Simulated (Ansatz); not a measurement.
Z-matrix (Å, degrees):
```
C
C 1 1.504
H 1 1.092 2 110.8
H 1 1.093 2 109.9 3 119.7
H 1 1.092 2 110.8 3 -120.6
F 2 1.386 1 110.1 3 60.3
H 2 1.094 1 111.6 3 179.4
H 2 1.094 1 111.6 3 -58.8
```

The species carries charge 0 and has multiplicity 1.

(1) List the r2SCAN/def2-TZVPP orbital energies in eV (Ansatz). (An estimate is asked.)

## Answers

(1) The calculation gave: Occupied: -665.64, -274.99, -273.01, -31.16, -19.92, -16.21, -12.57, -12.52, -11.32, -9.90, -9.87, -8.22, -8.01. Lowest empty: 1.55, 2.13, 2.83, 2.93, 3.33, 3.93, 4.73, 5.82.
